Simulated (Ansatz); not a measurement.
**HSCl (triplet): wB97M-V, B2PLYP, RPA-PBE over a scan of the distance Cl1–H2 along a hydrogen transfer, cc-pVTZ**

An exercise on one series of results from a longer session: the logs are not shown, and one member is left open.

The runs use Ansatz 0.2.0, Gaussian basis; cc-pVTZ, all electrons in the functionals, frozen cores in the correlation of double hybrids and RPA.

Plan: wB97M-V, B2PLYP, RPA-PBE, at 1.279 Å; 1.326 Å; 1.419 Å; 1.513 Å; 1.607 Å.

2 further runs of the same task are left out: 2 for a known fault of the program.

**The geometry**

The geometry derives from fragments relaxed apart (PBE0/def2-TZVP) and kept rigid, so it is no stationary point. A hydrogen atom is moved between rigid fragments.

3 atoms, charge 0, spin multiplicity 3.

Atoms are counted from 1 here; the program's logs count them from 0.

Bond lengths: Cl1–H2 1.279 Å.

No dispersion term is added; wB97M-V holds VV10 nonlocal correlation.

The geometry shown and the zero of energy belong to the point 1.279 Å. The yardstick, UCCSDT(Q), and other wave-function levels (R restricted, U unrestricted, valence and pair active spaces) come from earlier runs.

Set-up of the first run:

File in.yaml:

```yaml
crystal:
  periodic: [false, false, false]
  atoms:
    - {symbol: Cl, position_ang: [0.000000, 0.000000, -1.421933]}
    - {symbol: H, position_ang: [0.000000, 0.000000, -0.143133]}
    - {symbol: S, position_ang: [0.000000, 0.000000, 1.565067]}
basis:
  gaussian: {orbitals: cc-pVTZ}
magnetization: {spin_polarized: true, initial_magnetization: 2}
hamiltonian: {xc: {name: wB97M-V}}
output: {forces: true, orbitals: {seedname: orbitals}}
```

Started as:

```bash
> ansatz run in.yaml --threads 1 --pin off --events-out ev --progress --plain --max-ram 2816MiB --backend cpu
```

Steps of the session up to this table: wB97M-V, 1.279 Å; wB97M-V, 1.326 Å; wB97M-V, 1.419 Å; wB97M-V, 1.513 Å; wB97M-V, 1.607 Å; B2PLYP, 1.279 Å; B2PLYP, 1.326 Å; B2PLYP, 1.419 Å; B2PLYP, 1.513 Å; B2PLYP, 1.607 Å; RPA-PBE, 1.279 Å; RPA-PBE, 1.326 Å; RPA-PBE, 1.419 Å; RPA-PBE, 1.513 Å; RPA-PBE, 1.607 Å.

One table of the session follows, with a row left open; its other results are not shown here.

| level | 1.326 Å | 1.419 Å | 1.513 Å | 1.607 Å |
| --- | --- | --- | --- | --- |
| UCCSDT(Q) | 0.026 | 0.161 | 0.316 | 0.450 |
| wB97M-V | 0.010 | 0.117 | 0.251 | 0.378 |
| B2PLYP | ? | ? | ? | ? |
| RPA-PBE | 0.010 | 0.088 | 0.160 | 0.211 |

Estimate the missing values for B2PLYP.

**Answer.** 1.326 Å: 0.007; 1.419 Å: 0.107; 1.513 Å: 0.234; 1.607 Å: 0.361. In the column «1.326 Å» it is the lowest.

To keep in mind: Energies in eV, counted from 1.279 Å; blanks weren't run or aren't comparable.
